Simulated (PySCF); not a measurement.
Gas-phase reaction: 3 SiH3F → SiHF + 2 SiH4 + 2 F

Computed with PySCF and rigid-rotor harmonic-oscillator thermochemistry at 1 bar. † marks an energy on the PBE0/def2-TZVP geometry and frequencies; other levels use their own. MP2 freezes the core. Open shells (unrestricted): F (multiplicity 2); the rest are closed-shell singlets. Spin-orbit splitting is ignored; it lowers the true energy and changes the entropy of F. SiHF: computed as isolated molecules; such fragments, hydroxides, amides, oligomers or adducts are transient or little studied in the gas. MP2 isn't extrapolated to the basis-set limit.

PBE0/def2-TZVP gives ΔH°(298 K) = 1103 kJ.

Task: What do MP2/def2-SVP†, PBE0/def2-SVP†, MP2/def2-TZVPP† give?

Result: MP2/def2-SVP†: 1096 kJ; PBE0/def2-SVP†: 1062 kJ; MP2/def2-TZVPP†: 1186 kJ. For scale, ΔH°(298 K) is 1103 kJ at this level, 1115 kJ at ωB97M-V/def2-TZVP†, and runs from 853 to 1283 kJ over the 20 levels computed († marks an energy on the PBE0/def2-TZVP geometry).
